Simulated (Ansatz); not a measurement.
input.yaml (Ansatz)

```yaml
crystal:
  lattice:
    - [0.0, 1.9737080106, 1.9737080106]
    - [1.9737080106, 0.0, 1.9737080106]
    - [1.9737080106, 1.9737080106, 0.0]
  atoms:
    - { symbol: Pd, position: [0.0, 0.0, 0.0], spin: 0.288 }
hamiltonian:
  xc: pbe
  pseudopotentials:
    kind: paw
    azcp:
      Pd: "pseudopotentials/Pd.paw.azcp"
basis:
  ecutwfc: 420
  fft_grid_basis: typed
kpoints:
  mp_grid: { grid: [7, 7, 7], shift: [0, 0, 0] }
magnetization:
  spin_polarized: true
scf:
  occupations: { method: fermi_dirac, width: 0.1 }
```

Output

```
Engine: ansatz 0.2.0, x86_64-unknown-linux-gnu
Pseudopotentials: kind: paw
Pseudopotential: Pd, paw, valence charge 18, recommended cutoff 420 eV (normal) 
Functional definition: PBE
  parameter kappa = 0.804
  parameter beta = 0.06672455060314922
  exchange = pbe_x(kappa = kappa, mu = beta*pi^2/3)
  correlation = pbe_c(beta = beta)
Crystal: 1 atoms, lattice volume = 15.377 Å³
Basis set: ecut = 420 eV, 307 PW (Γ)
Bands: 14, of which v1, the nominal top of the filled ones, is band 9 counted from 1 (8 counted from 0)
Symmetry: 48 space group operations
Space group: Fm-3m (ITA 225), of the structure as read, at distance tolerance 2.5e-5 Å
Magnetic group: BNS 225.116 (UNI 1618), of the structure as read, at distance tolerance 2.5e-5 Å
k-points: 20 of 343
Non-local potential: Pd, projectors of the file, l = 0: 2, l = 1: 2, l = 2: 2, l = 3: 1
PAW form: soft (Blöchl's): semilocal exchange-correlation on the pseudo side does not see the compensation charge
PAW one-centre angular grid: Pd, 590 points (default); XC on 64 Gauss nodes
Initial density: superposition of atomic densities (chi_scale 0.1, normalization cell)
Starting moments: Σ|m| = 0.288 μB on 1 of 1 site
Initial wavefunctions: pseudopotential atomic-orbital guess
Functional: x = pbe(κ = 0.804, μ = 0.2195149727645171), c = pbe(β = 0.06672455060314922)
SCF iter   1: F=—  HF=-6973.818822 eV  |F-HF|=—  |Δ(HF+E_count)|=         —  Δρ=7.86e-2 (↑7.86e-2 ↓7.12e-2)  dr2=3.50e0  dr2_m=5.72e-3  M=0.204 μB ∫|m|=0.211 μB  β_m=0.30  ethr=3.10e-3  ⟨swp⟩=5.0  Hψ=2931  notcnv=0
SCF iter   2: F=—  HF=-6973.202548 eV  |F-HF|=—  |Δ(HF+E_count)|=   6.16e-1  Δρ=4.64e-2 (↑4.64e-2 ↓4.25e-2)  dr2=1.23e0  dr2_m=2.82e-3  M=0.201 μB ∫|m|=0.211 μB  β_m=0.30  ethr=3.10e-3  ⟨swp⟩=2.4  Hψ=1160  notcnv=0  defer=12
spin-set hold released at iteration 2 (site moments show no strong build): the magnetisation degrees of freedom join the quasi-Newton model from the next iteration; the mixer history was kept
SCF iter   3: F=—  HF=-6972.894867 eV  |F-HF|=—  |Δ(HF+E_count)|=   3.08e-1  Δρ=1.54e-2 (↑1.18e-2 ↓1.54e-2)  dr2=4.01e-2  dr2_m=1.57e-3  M=0.195 μB ∫|m|=0.206 μB  β_m=0.30  ethr=3.10e-3  ⟨swp⟩=2.0  Hψ=930  notcnv=0  defer=12
SCF iter   4: F=—  HF=-6972.901541 eV  |F-HF|=—  |Δ(HF+E_count)|=   6.67e-3  Δρ=7.77e-3 (↑7.77e-3 ↓4.28e-3)  dr2=1.69e-2  dr2_m=1.95e-3  M=0.198 μB ∫|m|=0.206 μB  β_m=0.52  ethr=2.23e-4  ⟨swp⟩=2.0  Hψ=1382  notcnv=0  defer=14
SCF iter   5: F=—  HF=-6972.898719 eV  |F-HF|=—  |Δ(HF+E_count)|=   2.82e-3  Δρ=2.71e-3 (↑2.13e-3 ↓2.71e-3)  dr2=1.55e-4  dr2_m=7.63e-4  M=0.187 μB ∫|m|=0.199 μB  β_m=0.76  ethr=9.38e-5  ⟨swp⟩=2.3  Hψ=728  notcnv=0  defer=14
SCF iter   6: F=—  HF=-6972.899360 eV  |F-HF|=—  |Δ(HF+E_count)|=   6.41e-4  Δρ=1.25e-3 (↑1.25e-3 ↓4.10e-4)  dr2=1.40e-4  dr2_m=8.81e-5  M=0.167 μB ∫|m|=0.182 μB  β_m=0.88  ethr=8.60e-7  ⟨swp⟩=2.1  Hψ=850  notcnv=0  defer=14
...
Starting moments: Σ|m| = 0.288 μB on 1 of 1 site; this step starts from the density that it was given
Initial wavefunctions: those read from a saved state, or passed on in memory by an earlier step or the calling program
iter 1 solved again at ethr=1.00e-12 eV; its pass at ethr=5.56e-6 eV (dr2=1.60e-12 eV) is discarded
SCF iter   1: F=—  HF=-6972.899611 eV  |F-HF|=—  |Δ(HF+E_count)|=         —  Δρ=2.47e-7 (↑2.14e-7 ↓2.47e-7)  dr2=1.60e-12  dr2_m=5.29e-12  M=-0.000 μB ∫|m|=0.000 μB  ethr=1.00e-12  ⟨swp⟩=1.0  Hψ=4099  notcnv=0
SCF iter   2: F=—  HF=-6972.899605 eV  |F-HF|=—  |Δ(HF+E_count)|=   5.53e-6  Δρ=6.78e-5 (↑6.78e-5 ↓6.76e-5)  dr2=6.77e-9  dr2_m=6.37e-7  M=0.033 μB ∫|m|=0.035 μB  ethr=5.56e-10  ⟨swp⟩=2.4  Hψ=3364  notcnv=0
SCF iter   3: F=—  HF=-6972.899611 eV  |F-HF|=—  |Δ(HF+E_count)|=   5.44e-6  Δρ=7.53e-6 (↑7.53e-6 ↓5.33e-6)  dr2=8.15e-10  dr2_m=5.74e-9  M=0.004 μB ∫|m|=0.005 μB  ethr=5.56e-10  ⟨swp⟩=1.0  Hψ=1280  notcnv=0
SCF iter   4: F=-6972.899611 eV  HF=-6972.899611 eV  |F-HF|=2.73e-12  |Δ(HF+E_count)|=   8.76e-8  Δρ=8.89e-8 (↑8.89e-8 ↓6.06e-8)  dr2=4.24e-13  dr2_m=2.62e-13  M=0.000 μB ∫|m|=0.000 μB  ethr=4.15e-11  ⟨swp⟩=1.0  Hψ=1280  notcnv=0
an SCF along what the orbitals of the run's state read of its open shells (or to have them read: on a GPU, or by another smearing), with the run's symmetry operations kept, reached no lower state that the run goes on to. This is no proof of a minimum
WARN: the starting moments were not kept: the SCF closed with an absolute magnetisation of 1.4e-4 μB, where they sum to 0.288 μB in size (1 site). That is at most 0.1 of that sum. Measured as dr2_m measures the in/out step, that magnetisation stands 1.5e-8 eV from none, at or under the dr2_threshold of 1.0e-7 eV: it is no larger than a step whose dr2_m would equal this threshold. The system may hold no moment; this SCF shows only that its start led to no more than that. To try another start: raise the starting moments (crystal.atoms[].spin, magnetization.per_species, magnetization.initial_magnetization, or on a non-collinear deck that types none of these the spinor_matrix: blocks that start its atoms; where the total moment is fixed, keep their sum and leave initial_magnetization as it is; typed ones take the place of any that the run laid by itself, positive ones on a crystal's lanthanoids without a Hubbard term where scf.initial_density.shell_occupations: [] is typed) or, if the notice of its spin-set hold's release reads "site moments contracting" or "site moments show no strong build", lengthen the hold (scf.mixing.spin_hold: { on: { confirm: 4 } }; for m-r²SCAN on two components see the key's manual first). Each may lead to a state that holds a moment. A second SCF, from the converged charge density, with the starting moments and any scf.initial_density.shell_occupations laid on it anew, would have followed, and was not run: the deck does not ask for one (magnetization.retry_lost_moments is false, the default). To let it run, set magnetization.retry_lost_moments: true and run the deck again, where that key's refused combinations let it; where memory then withholds it, that run's warning says so.
SCF converged after 15 iterations
Magnetization: -0.0001 μB (8.9999 up, 9.0001 down)
Absolute magnetization: 0.0001 μB (∫|ρ↑−ρ↓|, with the PAW one-centre terms)
Spin contamination: 0.0000 ħ² per cell (⟨S²⟩ above its minimum at these occupations)
Per-site moments (μB) at R_I (Å): [(-0.00013762595289110765, 1.1513884126614131)]
Free energy (F): -6972.899611 eV
Harris-Foulkes:  -6972.899611 eV  (|F-HF|=3.64e-12)
Internal energy: -6972.830808 eV  (E = F + TS)
E sigma→0 (E₀):  -6972.865210 eV
Entropy (-TS):   -0.068803 eV (-68.803 meV/atom)
Fermi energy:    18.818601 eV
--- Per-component energies (eV) ---
  E_band       = -152.628703
  E_kinetic    = 513.340376
  E_local      = -1808.159766  (includes V_loc(G=0)·N_el)
  E_nonlocal   = 217.364244
  E_hartree    = 732.851503
  E_xc         = -168.455793
  E_vxc        = -211.322409  (∫ρ·V_xc dr)
  E_paw        = -3750.327509  (= ΣΔE_a)
  E_vpaw       = -329.554335  (= ΣTr[D̂ρ^β])
  E_aug_tail   = 0.000205  (compensation charges beyond the density's cutoff)
  E_ewald      = -2709.444069
  E_smearing   = -0.068803  (= −TS)
  E_closure    = -0.000000  (closes the sum)
  Σ components = -6972.899611   (vs F -6972.899611, Δ=0.00e0)
```
